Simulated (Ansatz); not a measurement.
# H3OSSi−: an energy map over bond length O1–S2 and bond length O1–H4

A grid of calculations on H3OSSi, SMILES OS[SiH2-], charge −1, to see where the energy is lowest and how it rises around there.

Program: Ansatz 0.2.0. Level of theory: RKS PBE-D4/def2-TZVPD. These are calculated values, not measurements.

## Step 1: The starting structure

SMILES `OS[SiH2-]`, 6 atoms, charge -1, spin multiplicity 1.

Atoms are counted from 1 here; the program's logs count them from 0.

Bond lengths: O1–S2 1.793 Å, O1–H4 0.988 Å, S2–Si3 2.217 Å, Si3–H5 1.545 Å, Si3–H6 1.545 Å. Angles: S2–O1–H4 100.3°, O1–S2–Si3 96.9°, S2–Si3–H5 100.9°, S2–Si3–H6 100.9°, H5–Si3–H6 96.7°.

Geometry (Å):

```xyz
6
H3OSSi
O    -1.2633   -1.6407   -0.3646
S     0.4210   -1.2553    0.1135
Si    0.2143    0.9516    0.0645
H    -1.6312   -0.7292   -0.4665
H     1.4458    1.3412   -0.7841
H     0.8134    1.3324    1.4372
```

This geometry comes from a loose relaxation at PBE in a small basis, which is not shown.

## Step 2: Relaxing the molecule

Input file input.yaml:

```yaml
crystal:
  periodic: [false, false, false]
  atoms:
    - { symbol: O, position_ang: [-1.263257, -1.640704, -0.364606] }
    - { symbol: S, position_ang: [0.420956, -1.255321, 0.113527] }
    - { symbol: Si, position_ang: [0.214348, 0.951596, 0.064458] }
    - { symbol: H, position_ang: [-1.631201, -0.729158, -0.466498] }
    - { symbol: H, position_ang: [1.445765, 1.341186, -0.784104] }
    - { symbol: H, position_ang: [0.813399, 1.332391, 1.437223] }
total_charge: -1
basis:
  gaussian: { orbitals: def2-TZVPD }
hamiltonian:
  xc: pbe
  dispersion: d4
output:
  forces: true
relax:
  f_tol: 0.003
  max_steps: 120
```

The run is started by

```sh
> ansatz run input.yaml --threads 1 --pin off --max-ram 2560MiB --backend cpu --events-out ev --progress --plain --runs-dir out
```

What it wrote, shortened:

```text
Warning: RAYON_NUM_THREADS=1 ignored (pool sized by the plan → 1); use --threads N
[...]
Functional definition: PBE
[...]
905 factors; their error is unknown
[...]
mean field -20800.07313181 eV, -764.3885887981 hartree, gradient 2.5e-5 eV, S^2 0.000000; 0 other end points of the search recorded, 0 dependent functions left out
[...]
reference -20800.07318270 eV, -764.3885906683 hartree; 21, 21 occupied and 135, 135 virtual orbitals, 905 factors
relax step   1: F+E_penalty+E_count = -20800.22429142 eV  Δ(F+E_penalty+E_count) = +0.000e0 eV  max|allowed force component| = 4.096e-1 eV/Å  Δτ_max = 0.0000 Å  (28 SCF iters, accepted)
[...]
relax step   6: F+E_penalty+E_count = -20800.23334106 eV  Δ(F+E_penalty+E_count) = -6.151e-5 eV  max|allowed force component| = 1.133e-2 eV/Å  Δτ_max = 0.0040 Å  (33 SCF iters, accepted)
[...]
relax step   7: F+E_penalty+E_count = -20800.23334382 eV  Δ(F+E_penalty+E_count) = -2.760e-6 eV  max|allowed force component| = 3.068e-4 eV/Å  Δτ_max = 0.0004 Å  (22 SCF iters, accepted)
905 factors; their error is unknown
[...]
mean field -20800.08169601 eV, -764.3889035265 hartree, gradient 2.4e-5 eV, S^2 0.000000; 1 other end points of the search recorded, 0 dependent functions left out
[...]
reference -20800.08174676 eV, -764.3889053915 hartree; 21, 21 occupied and 135, 135 virtual orbitals, 905 factors
Total energy: -20800.23339457 eV, -764.3944783460 hartree
Atom 0 at    -1.251245    -1.634664    -0.362070 Å, force     0.000106     0.000102    -0.000011 eV/Å
Atom 1 at     0.407185    -1.245514     0.110727 Å, force    -0.000032     0.000060    -0.000017 eV/Å
Atom 2 at     0.222122     0.937610     0.066877 Å, force    -0.000307     0.000036    -0.000046 eV/Å
Atom 3 at    -1.623752    -0.725182    -0.464408 Å, force     0.000064    -0.000032     0.000057 eV/Å
Atom 4 at     1.438106     1.338315    -0.784909 Å, force     0.000069    -0.000103     0.000128 eV/Å
Atom 5 at     0.807595     1.329424     1.433783 Å, force     0.000100    -0.000063    -0.000111 eV/Å
Dipole moment:    -0.047166    -0.194517    -0.014202 e Å
```

Run time: 29 s. Hardware: 1 thread of Arm Neoverse V2, shared host; peak memory 0.17 GiB.

The steps of the relaxation:

| step | energy from step 1 (eV) | largest force component (eV/Å) |
| --- | --- | --- |
| 1 | 0.0000 | 0.4096 |
| 2 | -0.0059 | 0.2180 |
| 3 | -0.0086 | 0.0908 |
| 4 | -0.0089 | 0.0541 |
| 5 | -0.0090 | 0.0337 |
| 6 | -0.0091 | 0.0113 |
| 7 | -0.0091 | 0.0003 |

Close pairs (by a distance rule), those that changed most:

| bond | before (Å) | after (Å) | change (Å) |
| --- | --- | --- | --- |
| S2–Si3 | 2.217 | 2.191 | -0.026 |
| O1–S2 | 1.793 | 1.768 | -0.025 |
| Si3–H6 | 1.545 | 1.538 | -0.008 |
| Si3–H5 | 1.545 | 1.538 | -0.008 |
| O1–H4 | 0.988 | 0.988 | -0.000 |

## Step 3: Setting up the map

First coordinate, bond length O1–S2: 15 values from 1.450 to 2.652 Å. Second coordinate, bond length O1–H4: 15 values from 0.850 to 1.383 Å.

Nothing else is relaxed (all other coordinates rigid). Energies count from the relaxed molecule at the same level.

Below, 3 of the grid's runs; all are launched alike.

## Step 4: Grid point bond length O1–S2 = 2.566 Å, bond length O1–H4 = 1.269 Å

Input file input.yaml:

```yaml
crystal:
  periodic: [false, false, false]
  atoms:
    - { symbol: O, position_ang: [-1.251245, -1.634664, -0.36207] }
    - { symbol: S, position_ang: [1.155906, -1.069827, 0.324178] }
    - { symbol: Si, position_ang: [0.970843, 1.113297, 0.280328] }
    - { symbol: H, position_ang: [-1.729637, -0.466662, -0.493497] }
    - { symbol: H, position_ang: [2.186827, 1.514002, -0.571458] }
    - { symbol: H, position_ang: [1.556316, 1.505112, 1.647234] }
total_charge: -1
basis:
  gaussian: { orbitals: def2-TZVPD }
hamiltonian:
  xc: pbe
  dispersion: d4
output:
  forces: true
```

The run is started by

```sh
> ansatz run input.yaml --threads 1 --pin off --max-ram 2560MiB --backend cpu --events-out ev --progress --plain --runs-dir out
```

What it wrote, shortened:

```text
Warning: RAYON_NUM_THREADS=1 ignored (pool sized by the plan → 1); use --threads N
[...]
[... 1 set-up line as earlier in the session ...]
[...]
905 factors; their error is unknown
[...]
mean field -20797.85923179 eV, -764.3072294728 hartree, gradient 3.5e-5 eV, S^2 0.000000; 2 other end points of the search recorded, 0 dependent functions left out
[...]
reference -20797.85928676 eV, -764.3072314930 hartree; 21, 21 occupied and 135, 135 virtual orbitals, 905 factors
Total energy: -20798.00319095 eV, -764.3125198745 hartree
Atom 0 at    -1.251245    -1.634664    -0.362070 Å, force    -1.019455     4.840580    -0.270983 eV/Å
Atom 1 at     1.155906    -1.069827     0.324178 Å, force    -1.579298     1.208073    -0.443953 eV/Å
Atom 2 at     0.970843     1.113297     0.280328 Å, force     0.964567    -1.444358     0.268378 eV/Å
Atom 3 at    -1.729637    -0.466662    -0.493497 Å, force     2.268638    -4.746549     0.626327 eV/Å
Atom 4 at     2.186827     1.514002    -0.571458 Å, force    -0.292798     0.071464    -0.175803 eV/Å
Atom 5 at     1.556316     1.505112     1.647234 Å, force    -0.341653     0.070790    -0.003966 eV/Å
Dipole moment:     0.336738     0.429285     0.097377 e Å
```

It took 5.5 s on 1 thread of Arm Neoverse V2, shared host; peak memory 0.17 GiB.

On the map this point reads 215 kJ/mol.

## Step 5: Point bond length O1–S2 = 1.793 Å, bond length O1–H4 = 1.002 Å

Input file input.yaml:

```yaml
crystal:
  periodic: [false, false, false]
  atoms:
    - { symbol: O, position_ang: [-1.251245, -1.634664, -0.36207] }
    - { symbol: S, position_ang: [0.430759, -1.239982, 0.117448] }
    - { symbol: Si, position_ang: [0.245695, 0.943142, 0.073597] }
    - { symbol: H, position_ang: [-1.628983, -0.712412, -0.465845] }
    - { symbol: H, position_ang: [1.46168, 1.343847, -0.778188] }
    - { symbol: H, position_ang: [0.831168, 1.334956, 1.440504] }
total_charge: -1
basis:
  gaussian: { orbitals: def2-TZVPD }
hamiltonian:
  xc: pbe
  dispersion: d4
output:
  forces: true
```

The run is started by

```sh
> ansatz run input.yaml --threads 1 --pin off --max-ram 2560MiB --backend cpu --events-out ev --progress --plain --runs-dir out
```

What it wrote, shortened:

```text
Warning: RAYON_NUM_THREADS=1 ignored (pool sized by the plan → 1); use --threads N
[...]
[... 1 set-up line as earlier in the session ...]
[...]
905 factors; their error is unknown
[...]
mean field -20800.07310429 eV, -764.3885877866 hartree, gradient 2.4e-5 eV, S^2 0.000000; 0 other end points of the search recorded, 0 dependent functions left out
[...]
reference -20800.07315517 eV, -764.3885896564 hartree; 21, 21 occupied and 135, 135 virtual orbitals, 905 factors
Total energy: -20800.22456627 eV, -764.3941539117 hartree
Atom 0 at    -1.251245    -1.634664    -0.362070 Å, force     0.074279     0.558959     0.023231 eV/Å
Atom 1 at     0.430759    -1.239982     0.117448 Å, force    -0.341946    -0.015412    -0.097237 eV/Å
Atom 2 at     0.245695     0.943142     0.073597 Å, force     0.000441    -0.034763     0.000030 eV/Å
Atom 3 at    -1.628983    -0.712412    -0.465845 Å, force     0.279341    -0.499256     0.077491 eV/Å
Atom 4 at     1.461680     1.343847    -0.778188 Å, force    -0.005539    -0.004777    -0.003515 eV/Å
Atom 5 at     0.831168     1.334956     1.440504 Å, force    -0.006576    -0.004751     0.000000 eV/Å
Dipole moment:    -0.034374    -0.177557    -0.010500 e Å
```

Run time: 3.5 s. Hardware: 1 thread of Arm Neoverse V2, shared host; peak memory 0.16 GiB.

On the map this point reads 0.9 kJ/mol.

## Step 6: Point bond length O1–S2 = 1.450 Å, bond length O1–H4 = 1.307 Å

Input file input.yaml:

```yaml
crystal:
  periodic: [false, false, false]
  atoms:
    - { symbol: O, position_ang: [-1.251245, -1.634664, -0.36207] }
    - { symbol: S, position_ang: [0.108992, -1.315485, 0.025716] }
    - { symbol: Si, position_ang: [-0.076071, 0.867639, -0.018134] }
    - { symbol: H, position_ang: [-1.743963, -0.431686, -0.497433] }
    - { symbol: H, position_ang: [1.139913, 1.268344, -0.86992] }
    - { symbol: H, position_ang: [0.509402, 1.259454, 1.348772] }
total_charge: -1
basis:
  gaussian: { orbitals: def2-TZVPD }
hamiltonian:
  xc: pbe
  dispersion: d4
output:
  forces: true
```

The run is started by

```sh
> ansatz run input.yaml --threads 1 --pin off --max-ram 2560MiB --backend cpu --events-out ev --progress --plain --runs-dir out
```

What it wrote, shortened:

```text
Warning: RAYON_NUM_THREADS=1 ignored (pool sized by the plan → 1); use --threads N
[...]
[... 1 set-up line as earlier in the session ...]
[...]
905 factors; their error is unknown
[...]
mean field -20798.04879535 eV, -764.3141958052 hartree, gradient 1.6e-5 eV, S^2 0.000000; 1 other end points of the search recorded, 0 dependent functions left out
[...]
reference -20798.04884626 eV, -764.3141976763 hartree; 21, 21 occupied and 135, 135 virtual orbitals, 905 factors
Total energy: -20798.21817964 eV, -764.3204205631 hartree
Atom 0 at    -1.251245    -1.634664    -0.362070 Å, force   -10.949032    -0.272052    -3.112644 eV/Å
Atom 1 at     0.108992    -1.315485     0.025716 Å, force     9.840428     2.206695     2.804958 eV/Å
Atom 2 at    -0.076071     0.867639    -0.018134 Å, force     0.498526    -0.916716     0.137943 eV/Å
Atom 3 at    -1.743963    -0.431686    -0.497433 Å, force     0.874900    -1.892852     0.241492 eV/Å
Atom 4 at     1.139913     1.268344    -0.869920 Å, force    -0.119723     0.437605    -0.080300 eV/Å
Atom 5 at     0.509402     1.259454     1.348772 Å, force    -0.145099     0.437320     0.008551 eV/Å
Dipole moment:    -0.143887    -0.020639    -0.040974 e Å
```

Run time: 4.1 s. Hardware: 1 thread of Arm Neoverse V2, shared host; peak memory 0.16 GiB.

Energy on the map's scale: 194 kJ/mol.

## Step 7: The map

225 points were computed. Energies in kJ/mol, from the relaxed molecule at the same level:

| bond length O1–H4 (Å) ↓, bond length O1–S2 (Å) → | 1.450 | 1.536 | 1.621 | 1.707 | 1.793 | 1.879 | 1.965 | 2.051 | 2.137 | 2.222 | 2.308 | 2.394 | 2.480 | 2.566 | 2.652 |
| --- | --- | --- | --- | --- | --- | --- | --- | --- | --- | --- | --- | --- | --- | --- | --- |
| 1.383 | 209 | 148 | 121 | 115 | 123 | 139 | 158 | 179 | 199 | 217 | 234 | 249 | 263 | 274 | 285 |
| 1.345 | 202 | 139 | 110 | 103 | 109 | 124 | 142 | 162 | 181 | 199 | 215 | 230 | 243 | 255 | 265 |
| 1.307 | 194 | 129 | 98 | 90 | 95 | 108 | 125 | 144 | 163 | 180 | 196 | 210 | 223 | 235 | 245 |
| 1.269 | 187 | 119 | 86 | 76 | 80 | 92 | 109 | 127 | 145 | 161 | 177 | 191 | 204 | 215 | 225 |
| 1.231 | 179 | 109 | 75 | 63 | 66 | 77 | 92 | 110 | 127 | 143 | 158 | 172 | 185 | 196 | 206 |
| 1.193 | 170 | 98 | 63 | 50 | 51 | 62 | 76 | 93 | 110 | 125 | 140 | 154 | 166 | 178 | 187 |
| 1.155 | 162 | 88 | 51 | 37 | 37 | 47 | 61 | 77 | 93 | 109 | 123 | 137 | 149 | 160 | 170 |
| 1.117 | 155 | 79 | 40 | 25 | 25 | 33 | 47 | 62 | 78 | 93 | 108 | 121 | 133 | 144 | 154 |
| 1.078 | 149 | 71 | 31 | 15 | 13 | 21 | 34 | 49 | 65 | 80 | 94 | 107 | 119 | 130 | 140 |
| 1.040 | 145 | 65 | 24 | 7 | 5 | 13 | 25 | 40 | 55 | 70 | 84 | 97 | 109 | 120 | 129 |
| 1.002 | 144 | 63 | 21 | 3 | 1 | 8 | 20 | 34 | 49 | 64 | 78 | 91 | 103 | 113 | 123 |
| 0.964 | 148 | 66 | 23 | 4 | 2 | 8 | 20 | 34 | 49 | 63 | 77 | 90 | 102 | 113 | 122 |
| 0.926 | 158 | 75 | 32 | 12 | 9 | 15 | 27 | 41 | 55 | 70 | 84 | 96 | 108 | 119 | 129 |
| 0.888 | 177 | 93 | 49 | 29 | 26 | 32 | 43 | 57 | 71 | 86 | 99 | 112 | 124 | 135 | 144 |
| 0.850 | 207 | 122 | 77 | 58 | 54 | 60 | 71 | 84 | 99 | 113 | 127 | 140 | 151 | 162 | 172 |

On the same grid, largest force on an atom (eV/Å):

| bond length O1–H4 (Å) ↓, bond length O1–S2 (Å) → | 1.450 | 1.536 | 1.621 | 1.707 | 1.793 | 1.879 | 1.965 | 2.051 | 2.137 | 2.222 | 2.308 | 2.394 | 2.480 | 2.566 | 2.652 |
| --- | --- | --- | --- | --- | --- | --- | --- | --- | --- | --- | --- | --- | --- | --- | --- |
| 1.383 | 11.0 | 6.4 | 4.1 | 3.4 | 3.8 | 4.1 | 4.4 | 4.6 | 4.9 | 5.0 | 5.2 | 5.3 | 5.3 | 5.4 | 5.4 |
| 1.345 | 11.2 | 6.6 | 4.3 | 3.6 | 3.9 | 4.2 | 4.5 | 4.7 | 4.9 | 5.1 | 5.2 | 5.3 | 5.4 | 5.4 | 5.4 |
| 1.307 | 11.4 | 6.8 | 4.5 | 3.7 | 4.0 | 4.3 | 4.6 | 4.8 | 5.0 | 5.1 | 5.2 | 5.3 | 5.4 | 5.4 | 5.4 |
| 1.269 | 11.6 | 7.0 | 4.6 | 3.8 | 4.0 | 4.3 | 4.5 | 4.7 | 4.9 | 5.0 | 5.1 | 5.2 | 5.3 | 5.3 | 5.3 |
| 1.231 | 11.8 | 7.1 | 4.7 | 3.8 | 4.0 | 4.2 | 4.5 | 4.7 | 4.8 | 4.9 | 5.0 | 5.1 | 5.1 | 5.2 | 5.2 |
| 1.193 | 11.9 | 7.2 | 4.7 | 3.8 | 3.9 | 4.1 | 4.3 | 4.5 | 4.7 | 4.8 | 4.8 | 4.9 | 4.9 | 4.9 | 5.0 |
| 1.155 | 12.0 | 7.3 | 4.7 | 3.6 | 3.7 | 3.9 | 4.1 | 4.2 | 4.4 | 4.4 | 4.5 | 4.5 | 4.6 | 4.6 | 4.6 |
| 1.117 | 12.0 | 7.2 | 4.5 | 3.3 | 3.3 | 3.5 | 3.6 | 3.8 | 3.9 | 3.9 | 4.0 | 4.0 | 4.1 | 4.1 | 4.1 |
| 1.078 | 12.0 | 7.0 | 4.1 | 2.8 | 2.7 | 2.8 | 3.0 | 3.1 | 3.2 | 3.2 | 3.3 | 3.3 | 3.3 | 3.3 | 3.4 |
| 1.040 | 12.1 | 6.7 | 3.6 | 2.0 | 1.8 | 1.9 | 2.1 | 2.2 | 2.2 | 2.3 | 2.3 | 2.3 | 2.4 | 2.4 | 2.4 |
| 1.002 | 12.3 | 6.8 | 3.3 | 1.1 | 0.6 | 1.2 | 1.6 | 1.9 | 2.0 | 2.0 | 2.0 | 2.1 | 2.1 | 2.1 | 2.1 |
| 0.964 | 12.5 | 6.9 | 3.4 | 1.3 | 1.2 | 1.6 | 1.8 | 1.9 | 2.0 | 2.0 | 2.0 | 2.1 | 2.1 | 2.1 | 2.1 |
| 0.926 | 12.6 | 7.0 | 3.9 | 3.3 | 3.2 | 3.5 | 3.7 | 3.7 | 3.7 | 3.7 | 3.6 | 3.5 | 3.5 | 3.4 | 3.4 |
| 0.888 | 12.7 | 7.7 | 6.1 | 6.0 | 6.0 | 6.2 | 6.4 | 6.4 | 6.4 | 6.4 | 6.4 | 6.3 | 6.3 | 6.2 | 6.2 |
| 0.850 | 13.3 | 10.1 | 9.7 | 9.6 | 9.6 | 9.8 | 10.0 | 10.0 | 10.0 | 10.0 | 10.0 | 10.0 | 9.9 | 9.9 | 9.8 |

## Step 8: Outcome

```
                       quantity                                                                                                                                                         value
                   lowest point                                                                                          bond length O1–S2 = 1.793 Å, bond length O1–H4 = 1.002 Å, 0.9 kJ/mol
         highest computed point                                                                         bond length O1–S2 = 2.652 Å, bond length O1–H4 = 1.383 Å, 284 kJ/mol above the lowest
largest force on an atom (eV/Å)  0.6 at bond length O1–S2 = 1.793 Å, bond length O1–H4 = 1.002 Å to 13.3 at bond length O1–S2 = 1.450 Å, bond length O1–H4 = 0.850 Å; 0.6 at the lowest point
        time for the whole task                                                                                                                               16 min on 1 thread, shared host
```

What this shows: The lowest computed point is at bond length O1–S2 = 1.793 Å, bond length O1–H4 = 1.002 Å, 0.9 kJ/mol from the relaxed molecule at the same level. No other kind of well shows on this grid. The highest computed point, bond length O1–S2 = 2.652 Å, bond length O1–H4 = 1.383 Å, lies 284 kJ/mol above the lowest. Round the minimum the two coordinates are nearly uncoupled.
